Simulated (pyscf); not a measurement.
One four-centre exchange on the singlet surface with elements of a group swapped. ωB97M-D3(BJ)/def2-TZVP, kcal/mol, from the separated reactants. Optimised with ωB97X-D3(BJ)/def2-SVP in PySCF.

```json
[
 {"step": "`[NH2][SiH3]` + `[H][H]` → `[SiH4]` + `[NH3]`", "barrier": "46.8", "reaction energy": "+4.9", "imaginary mode (i cm⁻¹)": "1418"},
 {"step": "`[NH2][GeH3]` + `[H][H]` → `[GeH4]` + `[NH3]`", "barrier": "(withheld)", "reaction energy": "(withheld)", "imaginary mode (i cm⁻¹)": "1368"}
]
```

Problem. Complete the blanks.

Solution. 
- `[NH2][GeH3]` + `[H][H]` → `[GeH4]` + `[NH3]`, barrier: 44.5
- `[NH2][GeH3]` + `[H][H]` → `[GeH4]` + `[NH3]`, reaction energy: -6.6

Each row is the saddle that its search found. Elements up to Kr have no core potential and no relativistic terms here.
